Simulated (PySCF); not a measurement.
Molecule: SMILES C1N(C)C1, C3H7N.

Bonds (- single, = double, # triple, : aromatic): C1-N2, N2-C3, C3-C4, C4-N2. C1 carries H5, H6, H7; C3 carries H8, H9; C4 carries H10, H11.

Frames of a GFN2-xTB Langevin trajectory at 300 K; GIAO PBE0/pcSseg-1 shieldings in PySCF 2.14.0 with density-fitted response routines, gas phase, non-relativistic; equivalent atoms averaged within each frame.

Referencing at the same level of theory: ¹³C (186.93 ppm) and ¹H (31.72 ppm) against TMS; ¹⁵N (267.73 ppm) against NH3. The references are static minima.

Question: How do the shifts (ppm) fluctuate along the trajectory?

Answer: 
```csv
time (fs),C1,C3/C4,N2,H5/H6/H7,H8/H9/H10/H11
250,46.9,25.5,23.9,2.95,0.87
425,44.2,35.9,13.8,1.94,1.77
625,50.8,32.1,15.3,2.48,1.54
800,46.7,25.9,13.6,2.30,0.55
1000,46.8,28.0,11.8,2.83,1.28
mean of frames,47.1,29.5,15.7,2.50,1.20
standard deviation,2.4,4.4,4.8,0.41,0.50
```

5 frames give an uncertainty of the mean of about the standard deviation over 2.2 at best, since frames this close in time may not be independent; classical motion lacks zero-point vibration, and the reference would need the same averaging.
